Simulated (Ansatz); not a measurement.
# AlF2+ (quintet): from Hartree-Fock to the top rungs, def2-QZVPP

One table from this session's results is given with a row withheld; the runs are named, their logs left out.

The runs use Ansatz 0.2.0, Gaussian basis; def2-QZVPP, core rule «outside noble gas», up to 7 orbitals frozen.

The runs, in order: UHF; ROHF; CCSD(T) on UHF.

### What is computed

The geometry is a PBE0/def2-TZVP stationary point (not a proven minimum) of the parent state, kept for this charge and spin.

3 atoms, charge 1, spin multiplicity 5.

Atoms are counted from 1 here; the program's logs count them from 0.

Bond lengths: Al1–F2 1.811 Å, Al1–F3 1.811 Å. Angles: F2–Al1–F3 65.9°.

Set-up of the first run:

File in.yaml:

```yaml
crystal:
  periodic: [false, false, false]
  atoms:
    - {symbol: Al, position_ang: [0.000000, -0.888930, -0.000475]}
    - {symbol: F, position_ang: [0.000000, 0.631755, -0.984846]}
    - {symbol: F, position_ang: [0.000000, 0.630704, 0.985520]}
basis:
  gaussian: {orbitals: "def2-QZVPP.json"}
total_charge: 1
magnetization: {spin_polarized: true, initial_magnetization: 4}
hamiltonian: {xc: hf}
output: {orbitals: {seedname: orbitals}}
```

Started as:

```
ansatz run in.yaml --threads 1 --pin off --events-out ev --progress --plain --max-ram 2393MiB
```

Steps of the session up to this table: UHF; ROHF; CCSD(T) on UHF.

One of the session's tables, all rows but one given; the rest of the session is left out.

It belongs to the step «Misses and costs». 

| method | from UCCSD(T) (meV) |
| --- | --- |
| ROHF | +13781.8 |
| UHF | +13482.4 |
| UMP2 | ? |
| UCCSD | +332.0 |
| UCCSD(T) | 0 |

**Question.** Estimate the row for UMP2.

As computed: from UCCSD(T) (meV): +1043.1. In the column «from UCCSD(T) (meV)» it lies between UCCSD (+332.0) and UHF (+13482.4).
